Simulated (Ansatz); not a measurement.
## Where CCSD(T) holds and where it slips

Each species is computed at the geometry given (Å), with frozen cores, in Ansatz 0.2.0: RHF-CCSD(T) for singlets, UHF-CCSD(T) otherwise, and full CI in the same basis. The program picks the determinant by trial CCSD, so it needn't be the lowest Hartree–Fock solution. States: BS Σ⁺ or Δ, P2 Σg⁺ or Δg, GaH Σ⁺ or Δ. Cases whose determinant has another symmetry than full CI's state, or whose (Q) step broke down, weren't drawn. No relativity is included.

Question: Judging by size, spin and bonding, rank them by the size of CCSD(T)'s error in total energy against full CI in the same basis, smallest first (an estimate).
A. P2, singlet, 6-31G: P 0.000 0.000 0.000; P 0.000 0.000 2.056
B. BS, doublet, 6-31G: B 0.000 0.000 0.000; S 0.000 0.000 1.780
C. GaH, singlet, aug-cc-pVDZ: Ga 0.000 0.000 0.000; H 0.000 0.000 1.724

Answer: C (10.3 meV), B (65.3 meV), A (82.8 meV).

```json
{"species": "GaH, singlet", "basis": "aug-cc-pVDZ", "correlated electrons": "4", "CCSD(T) − full CI (meV)": "10.3", "CCSDT(Q) − full CI (meV)": "0.3", "unpaired electrons (full CI)": "0.08", "T1": "0.012", "⟨S²⟩ of the determinant": "0.00"}
{"species": "BS, doublet", "basis": "6-31G", "correlated electrons": "9", "CCSD(T) − full CI (meV)": "65.3", "CCSDT(Q) − full CI (meV)": "-9.6", "unpaired electrons (full CI)": "1.13", "T1": "0.046", "⟨S²⟩ of the determinant": "0.92"}
{"species": "P2, singlet", "basis": "6-31G", "correlated electrons": "10", "CCSD(T) − full CI (meV)": "82.8*", "CCSDT(Q) − full CI (meV)": "-5.1", "unpaired electrons (full CI)": "0.31", "T1": "0.015", "⟨S²⟩ of the determinant": "0.00"}
```

Unpaired electrons are Σ n²(2−n)² over natural occupations; an open shell counts its own unpaired electrons too. Frozen cores follow each run's orbitals, which moves totals by a few meV. An asterisk marks runs whose energy the program itself flagged as in doubt.
